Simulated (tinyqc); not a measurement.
Worked calculation: RHF in the sto-3g basis, for H2O, spin multiplicity 1. One step of it, computed by the program tinyqc.

Task: Iteration 1: building the Fock matrix. J_ij = sum D_kl (ij|kl), K_ij = sum D_kl (ik|jl); F = H + J - 0.5 K; E = tr D H + tr D J / 2 - 0.25 tr D K + E_nn.

D at the start, lower triangle:
```
            1O 1s      1O 2s    1O 2px     1O 2py    1O 2pz     2H 1s     3H 1s
1O 1s    2.059471
1O 2s   -0.221085   1.040596
1O 2px   0.000000   0.000000  2.000000
1O 2py   0.000000   0.000000  0.000000   1.354103
1O 2pz   0.135654  -0.493881  0.000000   0.000000  1.777531
2H 1s   -0.146665   0.333001  0.000000   0.403109  0.121020  0.280334
3H 1s   -0.146665   0.333001  0.000000  -0.403109  0.121020  0.040327  0.280334
```

core Hamiltonian H = T + V (hartree), lower triangle:
```
             1O 1s      1O 2s     1O 2px     1O 2py     1O 2pz      2H 1s      3H 1s
1O 1s   -32.808335
1O 2s    -7.633497  -9.412522
1O 2px    0.000000   0.000000  -7.520858
1O 2py    0.000000   0.000000   0.000000  -7.676424
1O 2pz   -0.024818  -0.283022   0.000000   0.000000  -7.659543
2H 1s    -2.069427  -4.227694   0.000000  -2.022164  -2.021954  -5.416710
3H 1s    -2.069427  -4.227694   0.000000   2.022164  -2.021954  -2.247500  -5.416710
```

Two-electron integrals (ij|kl) in chemists' order, unique and non-zero (hartree):
```
(11|11) 4.785065    (21|11) 0.741380    (21|21) 0.136873    (22|11) 1.118947
(22|21) 0.256633    (22|22) 0.817206    (31|31) 0.024477    (32|31) 0.037809
(32|32) 0.180518    (33|11) 1.115814    (33|21) 0.256684    (33|22) 0.817023
(33|33) 0.880159    (41|41) 0.024477    (42|41) 0.037809    (42|42) 0.180518
(43|43) 0.047444    (44|11) 1.115814    (44|21) 0.256684    (44|22) 0.817023
(44|33) 0.785270    (44|44) 0.880159    (51|51) 0.024477    (52|51) 0.037809
(52|52) 0.180518    (53|53) 0.047444    (54|54) 0.047444    (55|11) 1.115814
(55|21) 0.256684    (55|22) 0.817023    (55|33) 0.785270    (55|44) 0.785270
(55|55) 0.880159    (61|11) 0.203129    (61|21) 0.037142    (61|22) 0.069051
(61|33) 0.068924    (61|41) 0.001225    (61|42) 0.002281    (61|44) 0.069129
(61|51) 0.001157    (61|52) 0.002154    (61|54) 0.000194    (61|55) 0.069107
(61|61) 0.010207    (62|11) 0.454612    (62|21) 0.105399    (62|22) 0.367009
(62|33) 0.361133    (62|41) 0.005676    (62|42) 0.041869    (62|44) 0.370276
(62|51) 0.005359    (62|52) 0.039532    (62|54) 0.008632    (62|55) 0.369284
(62|61) 0.029065    (62|62) 0.197661    (63|31) 0.011498    (63|32) 0.065196
(63|43) 0.008878    (63|53) 0.008382    (63|63) 0.029489    (64|11) 0.225368
(64|21) 0.052971    (64|22) 0.197091    (64|33) 0.187987    (64|41) 0.014031
(64|42) 0.086784    (64|44) 0.210682    (64|51) 0.002392    (64|52) 0.020382
(64|54) 0.013046    (64|55) 0.192391    (64|61) 0.015307    (64|62) 0.128960
(64|64) 0.112775    (65|11) 0.212790    (65|21) 0.050015    (65|22) 0.186091
(65|33) 0.177495    (65|41) 0.002392    (65|42) 0.020382    (65|44) 0.182159
(65|51) 0.013756    (65|52) 0.084441    (65|54) 0.013281    (65|55) 0.198417
(65|61) 0.014453    (65|62) 0.121762    (65|64) 0.078637    (65|65) 0.103737
(66|11) 0.566932    (66|21) 0.133558    (66|22) 0.529109    (66|33) 0.507575
(66|41) 0.010020    (66|42) 0.098814    (66|44) 0.541404    (66|51) 0.009461
(66|52) 0.093299    (66|54) 0.031941    (66|55) 0.537733    (66|61) 0.037231
(66|62) 0.345650    (66|64) 0.257974    (66|65) 0.243575    (66|66) 0.774606
(71|11) 0.203129    (71|21) 0.037142    (71|22) 0.069051    (71|33) 0.068924
(71|41) -0.001225   (71|42) -0.002281   (71|44) 0.069129    (71|51) 0.001157
(71|52) 0.002154    (71|54) -0.000194   (71|55) 0.069107    (71|61) 0.010076
(71|62) 0.028308    (71|64) 0.013510    (71|65) 0.014079    (71|66) 0.035832
(71|71) 0.010207    (72|11) 0.454612    (72|21) 0.105399    (72|22) 0.367009
(72|33) 0.361133    (72|41) -0.005676   (72|42) -0.041869   (72|44) 0.370276
(72|51) 0.005359    (72|52) 0.039532    (72|54) -0.008632   (72|55) 0.369284
(72|61) 0.028308    (72|62) 0.168077    (72|64) 0.074324    (72|65) 0.101068
(72|66) 0.250794    (72|71) 0.029065    (72|72) 0.197661    (73|31) 0.011498
(73|32) 0.065196    (73|43) -0.008878   (73|53) 0.008382    (73|63) 0.024506
(73|73) 0.029489    (74|11) -0.225368   (74|21) -0.052971   (74|22) -0.197091
(74|33) -0.187987   (74|41) 0.014031    (74|42) 0.086784    (74|44) -0.210682
(74|51) -0.002392   (74|52) -0.020382   (74|54) 0.013046    (74|55) -0.192391
(74|61) -0.013510   (74|62) -0.074324   (74|64) -0.008546   (74|65) -0.043527
(74|66) -0.094321   (74|71) -0.015307   (74|72) -0.128960   (74|74) 0.112775
(75|11) 0.212790    (75|21) 0.050015    (75|22) 0.186091    (75|33) 0.177495
(75|41) -0.002392   (75|42) -0.020382   (75|44) 0.182159    (75|51) 0.013756
(75|52) 0.084441    (75|54) -0.013281   (75|55) 0.198417    (75|61) 0.014079
(75|62) 0.101068    (75|64) 0.043527    (75|65) 0.084380    (75|66) 0.166838
(75|71) 0.014453    (75|72) 0.121762    (75|74) -0.078637   (75|75) 0.103737
(76|11) 0.223887    (76|21) 0.052402    (76|22) 0.198008    (76|33) 0.193079
(76|44) 0.196255    (76|51) 0.004202    (76|52) 0.036688    (76|55) 0.204480
(76|61) 0.014358    (76|62) 0.107798    (76|64) 0.059965    (76|65) 0.074693
(76|66) 0.195941    (76|71) 0.014358    (76|72) 0.107798    (76|74) -0.059965
(76|75) 0.074693    (76|76) 0.070376    (77|11) 0.566932    (77|21) 0.133558
(77|22) 0.529109    (77|33) 0.507575    (77|41) -0.010020   (77|42) -0.098814
(77|44) 0.541404    (77|51) 0.009461    (77|52) 0.093299    (77|54) -0.031941
(77|55) 0.537733    (77|61) 0.035832    (77|62) 0.250794    (77|64) 0.094321
(77|65) 0.166838    (77|66) 0.394057    (77|71) 0.037231    (77|72) 0.345650
(77|74) -0.257974   (77|75) 0.243575    (77|76) 0.195941    (77|77) 0.774606
```

nuclear repulsion = 9.95485785 hartree

Give: Coulomb J; exchange K; Fock matrix F; total energy of this density.

Result:

Coulomb J (hartree), lower triangle:
```
          1O 1s   1O 2s  1O 2px   1O 2py  1O 2pz   2H 1s   3H 1s
1O 1s   17.7059
1O 2s    3.3579  8.4029
1O 2px   0.0000  0.0000  8.3840
1O 2py   0.0000  0.0000  0.0000   8.3928
1O 2pz  -0.0081  0.0124  0.0000   0.0000  8.4087
2H 1s    0.9103  3.7345  0.0000   1.9875  1.8896  5.3762
3H 1s    0.9103  3.7345  0.0000  -1.9875  1.8896  2.0078  5.3762
```

exchange K (hartree), lower triangle:
```
         1O 1s    1O 2s  1O 2px   1O 2py  1O 2pz   2H 1s   3H 1s
1O 1s   9.7343
1O 2s   1.7090   2.5832
1O 2px  0.0000   0.0000  2.2474
1O 2py  0.0000   0.0000  0.0000   2.1085
1O 2pz  0.0126  -0.1091  0.0000   0.0000  2.2320
2H 1s   0.4758   1.2878  0.0000   0.6566  0.5660  1.2698
3H 1s   0.4758   1.2878  0.0000  -0.6566  0.5660  0.6580  1.2698
```

Fock matrix F (hartree), lower triangle:
```
           1O 1s    1O 2s   1O 2px   1O 2py   1O 2pz    2H 1s    3H 1s
1O 1s   -19.9696
1O 2s    -5.1301  -2.3013
1O 2px    0.0000   0.0000  -0.2606
1O 2py    0.0000   0.0000   0.0000  -0.3379
1O 2pz   -0.0392  -0.2161   0.0000   0.0000  -0.3669
2H 1s    -1.3971  -1.1371   0.0000  -0.3630  -0.4154  -0.6754
3H 1s    -1.3971  -1.1371   0.0000   0.3630  -0.4154  -0.5687  -0.6754
```

total energy of this density = -74.659035 hartree
